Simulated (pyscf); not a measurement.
`[SiH3][SiH3]` + `[H]` [doublet] → `[SiH2]` [singlet] + `[SiH3]` [doublet] + `[H][H]`, gas phase, doublet surface. Optimised with ωB97X-D3(BJ)/def2-SVP in PySCF. ΔG in kcal/mol from ωB97M-D3(BJ)/def2-TZVP energies (ideal gas, 1 atm, RRHO with modes under 100 cm⁻¹ raised to 100, one conformer, R ln 2 for chiral ones without a mode under 150 cm⁻¹).

```
T (K)     ΔG
-----  -----
298    +29.0
600        ?
900     +5.6
1200    -5.3
```

**Question.** Fit a line to the three values, predict ΔG at 600 K, and estimate where the reaction turns favourable at 1 atm of each gas.

**Answer.** Least squares gives ΔG = +40.3 − 38.2 × T/1000 K, so ΔS is about +160 J/(mol K) and ΔH about +40.3 kcal/mol over this range (ΔH at 298 K: +40.9). At 600 K the line gives +17.4; the computed value is +17.0. ΔG = 0 falls near 1050 K; 1 kcal/mol in the energy moves that by 26 K. This is thermodynamics alone and says nothing of the barrier.
